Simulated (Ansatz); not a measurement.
**SiHO2 (doublet): wave-function methods side by side, cc-pVDZ**

Aim: climb from Hartree-Fock through coupled cluster and multireference methods for SiHO2 (doublet) at one geometry and basis, and see what each rung misses.

Method: cc-pVDZ, core rule «outside noble gas», up to 7 orbitals frozen; program: Ansatz 0.2.0, Gaussian basis.

The runs, in order: UHF; CCSD(T) on ROHF; CCSD(T) on UHF; BCCD(T) on ROHF; CISD; CCSDT(Q) on ROHF; CCSDT(Q) on UHF; CASSCF and NEVPT2, 13 electrons in 11 orbitals.

16 further runs of the same task are left out: 3 for a known fault of the program, 4 that didn't finish, 9 set aside as unsound or not needed.

## Step 1: The system

The geometry is a PBE0/def2-TZVP stationary point (not a proven minimum).

4 atoms, charge 0, spin multiplicity 2.

Atoms are counted from 1 here; the program's logs count them from 0.

Bond lengths: O1–Si3 1.627 Å, O1–H4 0.965 Å, O2–Si3 1.525 Å. Angles: Si3–O1–H4 116.9°, O1–Si3–O2 127.5°.

As a file:

```
O     0.0000    0.1999    1.4346
O     0.0000    0.4066   -1.3852
Si    0.0000   -0.3871   -0.0832
H     0.0000    1.1595    1.5318
```

## Step 2: UHF

The input, in.yaml:

```yaml
crystal:
  periodic: [false, false, false]
  atoms:
    - {symbol: O, position_ang: [0.000000, 0.199858, 1.434628]}
    - {symbol: O, position_ang: [0.000000, 0.406627, -1.385152]}
    - {symbol: Si, position_ang: [0.000000, -0.387106, -0.083158]}
    - {symbol: H, position_ang: [0.000000, 1.159459, 1.531796]}
basis:
  gaussian: {orbitals: cc-pVDZ}
magnetization: {spin_polarized: true, initial_magnetization: 1}
hamiltonian: {xc: hf}
output: {orbitals: {seedname: orbitals}}
```

Launch:

```console
$ ansatz run in.yaml --threads 1 --pin off --events-out ev --progress --plain --max-ram 2393MiB
```

After this run come: CCSD(T) on ROHF; CCSD(T) on UHF; BCCD(T) on ROHF; CISD; CCSDT(Q) on ROHF; CCSDT(Q) on UHF; CASSCF and NEVPT2, 13 electrons in 11 orbitals.

Q: Predict the results of all the runs planned. Wanted: UCCSDT(Q) below the RHF energy; RMP2 from UCCSDT(Q); UMP2 from UCCSDT(Q); RCCSD from UCCSDT(Q); RCCSD(T) from UCCSDT(Q); UCCSD(T) from UCCSDT(Q); RCCSDT(Q) from UCCSDT(Q); NEVPT2 valence from UCCSDT(Q); T1 diagnostic.

As calculated:

| quantity | value |
| --- | --- |
| UCCSDT(Q) below the RHF energy | -13.0852 eV |
| RMP2 from UCCSDT(Q) | +664.3 meV |
| UMP2 from UCCSDT(Q) | +665.2 meV |
| RCCSD from UCCSDT(Q) | +488.8 meV |
| RCCSD(T) from UCCSDT(Q) | +85.1 meV |
| UCCSD(T) from UCCSDT(Q) | +87.1 meV |
| RCCSDT(Q) from UCCSDT(Q) | +13.4 meV |
| NEVPT2 valence from UCCSDT(Q) | +1448.0 meV |
| levels within 1 kcal/mol (43 meV) | RCCSDT(Q) |
| T1 diagnostic | 0.034 |
| effectively unpaired electrons | 1.03 |

In words: RCCSD(T) misses by +85.1 meV, 0.7 % of the correlation energy. One determinant dominates. These misses are within one basis, not against nature; the frozen cores of restricted and unrestricted runs differ, which can shift their rows.
